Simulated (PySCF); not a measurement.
Stick spectrum of a doublet radical in fast tumbling, microwave frequency 9.582 GHz, simulated to first order from computed parameters.

| field (mT) | relative intensity |
| --- | --- |
| 326.25 | 1 |
| 326.71 | 4 |
| 327.16 | 6 |
| 327.62 | 4 |
| 328.07 | 1 |
| 333.59 | 4 |
| 334.05 | 16 |
| 334.50 | 24 |
| 334.95 | 16 |
| 335.41 | 4 |
| 340.93 | 6 |
| 341.38 | 24 |
| 341.84 | 36 |
| 342.29 | 24 |
| 342.74 | 6 |
| 348.27 | 4 |
| 348.72 | 16 |
| 349.17 | 24 |
| 349.63 | 16 |
| 350.08 | 4 |
| 355.60 | 1 |
| 356.06 | 4 |
| 356.51 | 6 |
| 356.97 | 4 |
| 357.42 | 1 |

Task: What is g?

Result: The pattern is symmetric about 341.84 mT, so g = hν/(μB·B0) = 9582/(13.99624 × 341.84) = 2.0027, a shift of +0.4 × 10⁻³ from the free-electron value.

Task: Take the pattern apart into splittings.

Result: The first two lines at either end are about 0.45 mT apart, which is the smallest coupling, and their intensity ratio 1:4 counts the nuclei that share it. In full: a 1:4:6:4:1 quintet of 7.34 mT (206 MHz), from 4 nuclei of spin 1/2; a 1:4:6:4:1 quintet of 0.45 mT (13 MHz), from 4 nuclei of spin 1/2. Check: Σ 2nI·a is the distance from the first to the last line, 31.17 mT.

Task: The radical has the formula [C6H8]+. Propose a structure, and say which nuclei carry the couplings.

Result: The pattern alone needn't single out one isomer; the structure behind this simulation is `[CH]1[CH+]CC=CC1` [radical] (charge +1), numbered [CH:1]1[CH+:2][CH2:3][CH:4]=[CH:5][CH2:6]1 (hydrogens: H7 on C1; H8 on C2; H9, H10 on C3; H11 on C4; H12 on C5; H13, H14 on C6). 7.34 mT: 1H at H9/H10/H13/H14 (2 bonds from C4; computed sign +); 0.45 mT: 1H at H7/H8/H11/H12 (1 bond from C1; computed sign −). The Mulliken spin populations are largest on C4 (+0.19), C2 (+0.19), C1 (+0.19) and C5 (+0.19). Four atoms exceed +0.15. Main spin sites, with 60 % or more of the largest population: C1, C2, C4, C5; positions count bonds from the nearest.

Level of theory: UKS B3LYP, IGLO-III on C, pcH-1 on H, non-relativistic, mean-field spin-orbit, GIAO in PySCF 2.14.0. Geometry: PBE0-D3(BJ)/def2-SVP; no solvent, vibrations or thermal averaging. Stability of the SCF solution: not tested. No frequencies were computed at this geometry's level, so the symmetric structure isn't shown to be a minimum.

Means are taken over nuclei equivalent by connectivity, which assumes that they swap fast.

First-order positions only. To second order lines move to lower field by a²/(2B0)·[J(J+1) − M²], with J the total spin of the equivalent nuclei and M its projection: up to 0.47 mT for the 7.34 mT coupling at this field, and inner lines split by J.

Rare isotopes and splittings under 0.04 mT were left out of the simulation.
